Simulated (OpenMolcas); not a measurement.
## OCS (carbonyl sulfide): the vertical ionisation energy from total energies

OCS: 3 atoms, total charge 0, spin state singlet. SMILES: `O=C=S`. Geometry: relaxed at GFN2-xTB.

```xyz
3

O     0.9177    0.6827    0.5796
C     0.0927    0.0663    0.0583
S    -1.0104   -0.7490   -0.6379
```

Both states at this one shape; open shells run unrestricted unless said. 1 Eh = 27.2114 eV.

| level | program | singlet OCS (Eh) | doublet OCS+ (Eh) | HOMO of the first (eV) |
| --- | --- | --- | --- | --- |
| HF/STO-3G, open shells restricted | OpenMolcas | -504.402648 | -504.135438 | -7.63 |
| SVWN5/STO-3G | OpenMolcas | -503.320319 | -502.994159 | -3.80 |
| TPSS/def2-TZVP | OpenMolcas | -511.643338 | -511.230450 | -7.55 |

Work out the vertical ionisation energy at each level.


1. HF/STO-3G, open shells restricted: -504.135438 − (-504.402648) = 0.267210 Eh = 7.27 eV; −ε(HOMO) = 7.63 eV.
2. SVWN5/STO-3G: -502.994159 − (-503.320319) = 0.326160 Eh = 8.88 eV; −ε(HOMO) = 3.80 eV.
3. TPSS/def2-TZVP: -511.230450 − (-511.643338) = 0.412888 Eh = 11.24 eV; −ε(HOMO) = 7.55 eV.

No measured value is set beside it here; the levels span 7.27 to 11.24 eV. In Hartree–Fock, −ε(HOMO) (Koopmans) exceeds the difference of totals by the orbital relaxation of the ion. In semi-local functionals −ε(HOMO) lies far under the ionisation energy, a result of self-interaction, while the difference of totals does much better. Hartree–Fock favours the state with fewer electron pairs, since it lacks pair correlation. Minimal sets are far from the basis-set limit.
